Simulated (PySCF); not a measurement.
# Which basis set comes closest?

Molecule: `C(=C)=O`, C$_{2}$H$_{2}$O.

Atoms are numbered as in `[CH2:1]=[C:2]=[O:3]` (H(Xn): hydrogen on atom n).

Geometry PBE0-D3(BJ)/def2-SVP throughout; GIAO in PySCF 2.14, gas phase, one conformer, non-relativistic; equivalent atoms averaged; functional PBE0.

Reference values (HF/multiwavelet basis limit; gas (isolated, no vibration); Jensen, Fla, Jonsson, Monstad, Ruud, Frediani, PCCP 2016, 18, 21145): σ(C1) = 188.9 ppm, σ(C2) = -16.5 ppm, σ(O3) = -30.4 ppm, σ(H(C1)) = 29.33 ppm.

Q: How do the basis sets STO-3G, 6-31G, pcSseg-0, 6-31G*, def2-SVP, cc-pVDZ, pcSseg-1, aug-cc-pVDZ, 6-311+G(2d,p), def2-TZVP, cc-pVTZ, IGLO-III, pcSseg-2, pcSseg-3 perform against the reference? Times are CPU seconds on shared hosts with different chips, so compare them loosely.

A: 
| basis set | functions | C1 | C2 | O3 | H(C1) | mean abs. error C | abs. error O | abs. error H | core-s |
| --- | --- | --- | --- | --- | --- | --- | --- | --- | --- |
| STO-3G | 17 | 204.5 | 82.9 | 33.3 | 30.50 | 57.5 | 63.7 | 1.17 | 0.65 |
| 6-31G | 31 | 193.0 | 13.0 | -27.9 | 30.40 | 16.8 | 2.5 | 1.07 | 1.3 |
| pcSseg-0 | 31 | 185.4 | -17.1 | -68.2 | 30.64 | 2.1 | 37.8 | 1.31 | 1.1 |
| 6-31G* | 46 | 191.3 | 14.2 | 3.3 | 29.96 | 16.6 | 33.7 | 0.63 | 1.6 |
| def2-SVP | 52 | 194.3 | 9.2 | 1.4 | 29.33 | 15.6 | 31.8 | 0.00 | 1.6 |
| cc-pVDZ | 52 | 194.8 | 11.2 | 0.8 | 29.22 | 16.8 | 31.2 | 0.11 | 1.6 |
| pcSseg-1 | 61 | 183.3 | -14.2 | -36.6 | 28.81 | 3.9 | 6.2 | 0.52 | 2.6 |
| aug-cc-pVDZ | 87 | 195.4 | 6.8 | 5.5 | 29.07 | 14.9 | 35.9 | 0.26 | 2.5 |
| 6-311+G(2d,p) | 93 | 187.8 | -10.4 | -19.2 | 29.27 | 3.6 | 11.2 | 0.06 | 2.8 |
| def2-TZVP | 105 | 188.1 | -9.8 | -22.3 | 29.24 | 3.8 | 8.1 | 0.09 | 3.3 |
| cc-pVTZ | 118 | 187.8 | -7.5 | -21.0 | 29.00 | 5.0 | 9.4 | 0.33 | 3.4 |
| IGLO-III | 125 | 184.5 | -17.3 | -28.1 | 29.03 | 2.6 | 2.3 | 0.30 | 3.5 |
| pcSseg-2 | 136 | 184.4 | -18.1 | -29.2 | 28.83 | 3.1 | 1.2 | 0.50 | 4.1 |
| pcSseg-3 | 282 | 184.2 | -19.0 | -29.0 | 28.81 | 3.6 | 1.4 | 0.52 | 15 |

For $^{13}$C the closest is pcSseg-0 (2.1 ppm) and the furthest STO-3G (57.5 ppm).

For $^{17}$O the closest is pcSseg-2 (1.2 ppm, with pcSseg-3 practically level) and the furthest STO-3G (63.7 ppm).

For $^{1}$H the closest is def2-SVP (0.00 ppm) and the furthest pcSseg-0 (1.31 ppm). Where a smaller basis beats a larger one, errors probably cancel; the largest sets show where the functional converges. One molecule is a small sample, and the reference may use another geometry.

A small basis that lands close on one nucleus may do so by chance; judge by the trend and by all nuclei.
